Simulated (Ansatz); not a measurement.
[Br···H···H], doublet: the ladder up to full CI

Geometry: a point of a hydrogen-transfer path between rigid fragments, not a stationary point.

```yaml
atoms:
  - { symbol: Br, position_ang: [0.0000, 0.0000, -1.2869] }
  - { symbol: H, position_ang: [0.0000, 0.0000, 0.1337] }
  - { symbol: H, position_ang: [0.0000, 0.0000, 1.1531] }
```

Basis 6-31G (Cartesian d functions); Ansatz 0.2.0. Only valence electrons are correlated (noble-gas cores and the filled d shells of p-block atoms frozen), which leaves 9 electrons in 19 orbitals. Prefix R: restricted or restricted open-shell reference. Active spaces: pair = (3e, 3o) about the gap; valence = (9e, 6o) chosen from the atoms' valence shells. No spin–orbit coupling is included, and no scalar relativity.

Full CI is exact within this basis and frozen core; it isn't the basis-set limit.

- UHF ⟨S²⟩: 0.775
- T1 diagnostic (RCCSD): 0.0236
- largest doubles amplitude (RCCSD): 0.076

Question: From what is known of these methods and the diagnostics, rank them by the size of their error in total energy against full CI in 6-31G, smallest first (an estimate: the text doesn't fix the numbers).
A. RMP2
B. RHF
C. NEVPT2 (pair space)
D. NEVPT2 (valence space)
E. CASSCF (valence space)

Answer: C (17.5 kJ/mol), D (25.8 kJ/mol), A (35.4 kJ/mol), E (109.2 kJ/mol), B (173.4 kJ/mol).

All errors are against full CI in 6-31G. Within each family the higher level lies nearer, as is usual though not guaranteed.

The full-CI state has the irrep A1 of C2v, in the program's axes (one component, if the state is degenerate).

Natural occupations of full CI about the gap: 1.992 1.989 1.989 1.963 1.001 0.031 0.010 0.010 0.007 0.004; effectively unpaired electrons, Σ n²(2−n)², 1.01.
